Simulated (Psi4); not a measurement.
# CH5BS (SMILES CBS): a chain of runs

We compute a structure relaxation (BLYP/6-31G**), then the harmonic vibrations, then the vertical excitations (TDA-BLYP/6-31G**) of CH5BS. 

The calculation is run with Psi4 1.11.

### 1 The molecule

CH5BS has 8 atoms, charge 0, and is taken as a singlet. As SMILES, `CBS`. All atoms were displaced at random from a relaxed shape. The run starts from this shape.

Bond lengths: C1–B2 1.566 Å, B2–S3 1.862 Å, C1–H4 0.983 Å, C1–H5 1.188 Å, C1–H6 1.048 Å, B2–H7 1.219 Å, S3–H8 1.378 Å. Angles: C1–B2–S3 114.4°, C1–B2–H7 129.3°, S3–B2–H7 116.1°, B2–C1–H4 108.1°, B2–C1–H5 104.7°, B2–C1–H6 119.7°, B2–S3–H8 97.8°, H4–C1–H5 105.6°, H4–C1–H6 106.1°, H5–C1–H6 111.8°.

### 2 A structure relaxation at BLYP/6-31G(d,p) (density fitting, Cartesian functions) (run 1)

job.inp

```
memory 1.6 GB

molecule m {
  0 1
  C     -0.687067     0.862532    -0.272958
  B      0.306656    -0.348035    -0.270504
  S      0.578159    -1.118304     1.402926
  H     -1.390109     0.680290    -0.935589
  H     -0.058485     1.768211    -0.715682
  H     -1.182391     1.128819     0.611526
  H      0.967399    -0.806703    -1.186563
  H      1.465998    -2.099023     1.016308
  units angstrom
}

set geom_maxiter 60

optimize('blyp/6-31G**')
```

On the command line:

```sh
psi4 -i job.inp -o job.out -n 1
```

job.out:

```text
[...]
  Running in c1 symmetry.
[...]
  Nuclear repulsion =   87.299403132022150
[...]
  Multiplicity = 1
[...]
  Nalpha       = 16
  Nbeta        = 16
[...]
    Number of basis functions: 74
[...]
   @DF-RKS iter   1:  -463.76123893370129   -1.56320e-01   1.05591e-02 ADIIS/DIIS
[...]
   @DF-RKS iter   7:  -464.11806571706455   -1.93268e-12   4.31242e-09 DIIS
[...]
    Orbital Energies [Eh]
    ---------------------
    Doubly Occupied:
       1A    -88.136294     2A     -9.905542     3A     -7.680410
       4A     -6.554899     5A     -5.711168     6A     -5.705638
       7A     -5.703821     8A     -0.668826     9A     -0.616398
      10A     -0.419404    11A     -0.382428    12A     -0.347375
      13A     -0.330122    14A     -0.289433    15A     -0.263874
      16A     -0.238994
[...]
  @DF-RKS Final Energy:  -464.11806571706455
   => Energetics <=
    Nuclear Repulsion Energy =             87.2612529683304103
    One-Electron Energy =                -810.4550387000087994
    Two-Electron Energy =                 296.0237179243551964
    DFT Exchange-Correlation Energy =     -36.9479979097413533
    Empirical Dispersion Energy =           0.0000000000000000
    VV10 Nonlocal Energy =                  0.0000000000000000
    Total Energy =                       -464.1180657170645532
[...]
 Multipole Moments:
 ------------------------------------------------------------------------------------
     Multipole            Electronic (a.u.)      Nuclear  (a.u.)        Total (a.u.)
 ------------------------------------------------------------------------------------
 L = 1.  Multiply by 2.5417464519 to convert [e a0] to [Debye]
 Dipole X            :          1.5502797           -1.4820444            0.0682353
 Dipole Y            :         -2.8249068            2.8254788            0.0005720
 Dipole Z            :          3.0443984           -3.3094741           -0.2650757
 Magnitude           :                                                    0.2737180
[...]
  -Total Gradient:
     Atom            X                  Y                   Z
    ------   -----------------  -----------------  -----------------
       1        0.000002965728    -0.000015013257     0.000050813866
       2        0.000014255219    -0.000018030216     0.000002754953
       3        0.000014624003     0.000013244908    -0.000011360197
       4       -0.000001034556    -0.000014638893    -0.000043273148
       5        0.000022125135    -0.000010962026     0.000009536707
       6       -0.000026506130     0.000031952917    -0.000003372415
       7       -0.000034364491     0.000026068754    -0.000014920996
       8       -0.000003071499     0.000001357247     0.000002987334
[...]
    Final optimized geometry and variables:
    Molecular point group: c1
    Full point group: C1
    Geometry (in Angstrom), charge = 0, multiplicity = 1:
    C           -0.894468483725     1.372697198548    -0.928691418249
    B            0.085388852083     0.147332772069    -0.826787037036
    S            0.353724701662    -0.666265097154     0.771736979186
    H           -1.679283620436     1.160228387407    -1.678234590154
    H           -0.348903066106     2.249951200199    -1.323690636880
    H           -1.386742457064     1.669677819656     0.010065650801
    H            0.671808395345    -0.274000514437    -1.783551945451
    H            1.239128059614    -1.623283385686     0.382405288001
    Psi4 run time: 0:00:29.37
[...]
```

On the terminal:

```text
Optimizer: Optimization complete!
```

Wall time 30 s (1 thread of Intel Xeon 6975P-C (Granite Rapids), shared host); peak memory 0.57 GiB.

Steps, from the record of the run:

| step | energy from the first frame kept (eV) | largest force (eV/Å) |
| --- | --- | --- |
| 0 | 0.0000 | 5.6835 |
| 1 | -0.5080 | 0.9235 |
| 2 | -0.5310 | 0.2424 |
| 3 | -0.5253 | 0.1724 |
| 4 | -0.5357 | 0.0761 |
| 5 | -0.5353 | 0.1306 |
| 6 | -0.5362 | 0.0189 |
| 7 | -0.5363 | 0.0100 |
| 8 | -0.5363 | 0.0027 |

After the run. Bond lengths: C1–B2 1.572 Å, B2–S3 1.814 Å, C1–H4 1.106 Å, C1–H5 1.106 Å, C1–H6 1.101 Å, B2–H7 1.199 Å, S3–H8 1.361 Å. Angles: C1–B2–S3 119.9°, C1–B2–H7 121.8°, S3–B2–H7 118.3°, B2–C1–H4 109.7°, B2–C1–H5 109.5°, B2–C1–H6 115.7°, B2–S3–H8 99.2°, H4–C1–H5 105.1°, H4–C1–H6 108.2°, H5–C1–H6 108.1°.

### 3 Vibrational wavenumbers at BLYP/6-31G(d,p) (density fitting, Cartesian functions) (run 2)

input.in

```
memory 1600 mb

molecule m {
  0 1
  C     -1.26786828     1.69485379    -0.57802943
  B      0.58379309    -0.62074858    -0.38545878
  S      1.09087464    -2.15822597     2.63531379
  H     -2.75095369     1.29334746    -1.99446231
  H     -0.23689985     3.35262359    -1.32447125
  H     -2.19813132     2.25606654     1.19596420
  H      1.69196629    -1.41695255    -2.19348259
  H      2.76404571    -3.96672789     1.89958294
  units bohr
}

set globals {
  t                          400.0
  rotational_symmetry_number 1
}

freq("blyp/6-31G**")
print_variables()
```

On the command line:

```sh
psi4 -n 1 input.in input.out
```

input.out (excerpt; [...] marks lines left out):

```text
[...]
  Running in c1 symmetry.
[...]
  Nuclear repulsion =   87.261255993365140
[...]
  Multiplicity = 1
[...]
  Nalpha       = 16
  Nbeta        = 16
[...]
    Number of basis functions: 74
[...]
   @DF-RKS iter   1:  -463.79314771322436   -1.63466e-01   1.02773e-02 DIIS/ADIIS
[...]
   @DF-RKS iter  11:  -464.11806449105092   -2.33626e-11   7.28641e-09 DIIS
[...]
  @DF-RKS Final Energy:  -464.11806449105092
   => Energetics <=
    Nuclear Repulsion Energy =             87.2650919060130263
    One-Electron Energy =                -810.4630674281175970
    Two-Electron Energy =                 296.0281974557141780
    DFT Exchange-Correlation Energy =     -36.9482864246605018
    Empirical Dispersion Energy =           0.0000000000000000
    VV10 Nonlocal Energy =                  0.0000000000000000
    Total Energy =                       -464.1180644910509159
[...]
 Multipole Moments:
[...]
  -Total Gradient:
     Atom            X                  Y                   Z
    ------   -----------------  -----------------  -----------------
       1       -0.000005188145    -0.000015586545     0.000081445790
       2        0.000330045829    -0.000264726142    -0.000562402260
       3       -0.000168965183     0.000225525148     0.000094723012
       4        0.000003695957    -0.000019563546    -0.000042023438
       5        0.000025856036    -0.000015288123     0.000011231891
       6       -0.000028681609     0.000037254740    -0.000001401425
       7       -0.000319381676     0.000220660630     0.000553691021
       8        0.000151682895    -0.000154353869    -0.000142129753
[...]
  ==> Harmonic Vibrational Analysis <==
[...]
  Freq [cm^-1]                 128.6764            278.8359            429.6167
[...]
  IR activ [km/mol]             1.0571              1.8981             13.6299
[...]
  Freq [cm^-1]                 660.5426            703.9635            778.4632
[...]
  IR activ [km/mol]             6.2172              2.0103              5.4564
[...]
  Freq [cm^-1]                 882.1234            892.9126           1023.6682
[...]
  IR activ [km/mol]            27.9566             20.8551              5.0116
[...]
  Freq [cm^-1]                1142.2504           1318.8358           1440.5235
[...]
  Freq [cm^-1]                1444.0501           2580.0478           2602.1688
[...]
  Freq [cm^-1]                2948.9954           2994.7416           3040.5663
[...]
```

The script printed:

```text
Warning: used thermodynamics relations inappropriate for low-frequency modes: ['128.6764' '278.8359' '429.6167']
```

Wall time 2.6 min (1 thread of Intel Xeon 6975P-C (Granite Rapids), shared host); peak memory 0.56 GiB.

### 4 The vertical excitations at TDA-BLYP/6-31G(d,p) (density fitting, Cartesian functions, save jk yes) (run 3)

input.dat

```
memory 1600 mb

molecule system {
  0 1
  C     -0.670927     0.896878    -0.305880
  B      0.308930    -0.328486    -0.203976
  S      0.577266    -1.142084     1.394548
  H     -1.455742     0.684410    -1.055424
  H     -0.125362     1.774132    -0.700880
  H     -1.163201     1.193859     0.632877
  H      0.895350    -0.749819    -1.160741
  H      1.462670    -2.099102     1.005216
}

set {
  basis 6-31G**
  save_jk true
}

from psi4.driver.procrouting.response.scf_response import tdscf_excitations
e_tot, wfn = energy('blyp', return_wfn=True)
states = tdscf_excitations(wfn, states=4, tda=True)
print_variables()
```

On the command line:

```sh
psi4 input.dat output.dat -n 1
```

output.dat (excerpt; [...] marks lines left out):

```text
[...]
  Running in c1 symmetry.
[...]
  Nuclear repulsion =   87.261256017821580
[...]
  Multiplicity = 1
[...]
  Nalpha       = 16
  Nbeta        = 16
[...]
    Number of basis functions: 74
[...]
   @DF-RKS iter   1:  -463.79314771273351   -1.63466e-01   1.02773e-02 ADIIS/DIIS
[...]
   @DF-RKS iter   9:  -464.11806571629444   -1.49302e-08   4.15466e-07 DIIS
[...]
  @DF-RKS Final Energy:  -464.11806571629444
   => Energetics <=
    Nuclear Repulsion Energy =             87.2612560178215801
    One-Electron Energy =                -810.4552443084917286
    Two-Electron Energy =                 296.0239290879692931
    DFT Exchange-Correlation Energy =     -36.9480065135935689
    Empirical Dispersion Energy =           0.0000000000000000
    VV10 Nonlocal Energy =                  0.0000000000000000
    Total Energy =                       -464.1180657162944385
[...]
 Multipole Moments:
 ------------------------------------------------------------------------------------
     Multipole            Electronic (a.u.)      Nuclear  (a.u.)        Total (a.u.)
 ------------------------------------------------------------------------------------
 L = 1.  Multiply by 2.5417464519 to convert [e a0] to [Debye]
 Dipole X            :          1.5502671           -1.4820432            0.0682239
 Dipole Y            :         -2.8248846            2.8254797            0.0005951
 Dipole Z            :          3.0443721           -3.3094752           -0.2651031
 Magnitude           :                                                    0.2737416
[...]
**********                               WARNING                                **********
**********       The names of excited state variables changed between 1.5       **********
[...]
**********                               WARNING                                **********
**********  Length-gauge rotatory strengths are **NOT** gauge-origin invariant  **********
[...]
                                    Excitation Energy         Total Energy        Oscillator Strength             Rotatory Strength
[...]
Excited State    1 (1 A):   0.22327 au   204.07 nm f = 0.0003
[...]
Excited State    2 (1 A):   0.23434 au   194.43 nm f = 0.2026
[...]
Excited State    3 (1 A):   0.24747 au   184.12 nm f = 0.0010
[...]
Excited State    4 (1 A):   0.25725 au   177.11 nm f = 0.0005
[...]
```

Wall time 9.6 s (1 thread of Intel Xeon 6975P-C (Granite Rapids), shared host); peak memory 0.53 GiB.

The roots found:

| excited state | energy (eV) | strength | label |
| --- | --- | --- | --- |
| 1 | 6.076 | 0.0003 | A 1 |
| 2 | 6.377 | 0.2026 | A 1 |
| 3 | 6.734 | 0.0010 | A 1 |
| 4 | 7.000 | 0.0005 | A 1 |

### 5 What came out

```
                                                                   quantity             value
                               run 1, BLYP/6-31G**: total energy at the end     -464.11807 Eh
                                         run 1, BLYP/6-31G**: dipole moment            0.70 D
                                           run 1, BLYP/6-31G**: HOMO energy          -6.50 eV
                                           run 1, BLYP/6-31G**: LUMO energy          -1.29 eV
                                         run 1, BLYP/6-31G**: HOMO–LUMO gap           5.21 eV
                            run 2, BLYP/6-31G**: lowest harmonic wavenumber          129 cm⁻¹
                           run 2, BLYP/6-31G**: highest harmonic wavenumber         3041 cm⁻¹
                                     run 2, BLYP/6-31G**: zero-point energy      151.3 kJ/mol
run 2, BLYP/6-31G**: ideal-gas entropy at 400 K (symmetry number 1 as used)  74.1 cal/(mol K)
                 run 3, TDA-BLYP/6-31G**: ground-state or mean-field energy     -464.11807 Eh
            run 3, TDA-BLYP/6-31G**: dipole moment (BLYP Kohn–Sham density)            0.70 D
             run 3, TDA-BLYP/6-31G**: HOMO energy (BLYP Kohn–Sham orbitals)          -6.50 eV
             run 3, TDA-BLYP/6-31G**: LUMO energy (BLYP Kohn–Sham orbitals)          -1.29 eV
           run 3, TDA-BLYP/6-31G**: HOMO–LUMO gap (BLYP Kohn–Sham orbitals)           5.21 eV
                          run 3, TDA-BLYP/6-31G**: lowest excitation energy           6.08 eV
```

What this shows: The optimisation (run 1, BLYP/6-31G**) took 9 steps and changed the energy by -0.536 eV. All 18 modes (run 2, BLYP/6-31G**) are real, so the shape is a minimum at this level. The brightest of the 4 transitions from the ground state lies at 6.38 eV (194 nm, f = 0.203); the lowest, at 6.08 eV, has f = 0.000. The basis has no diffuse functions, so Rydberg states are missing or pushed up, and the true lowest state may lie lower. Roots above 6.5 eV lie over the negative of the HOMO energy, where those of Rydberg kind are poorly described; valence roots are less touched.
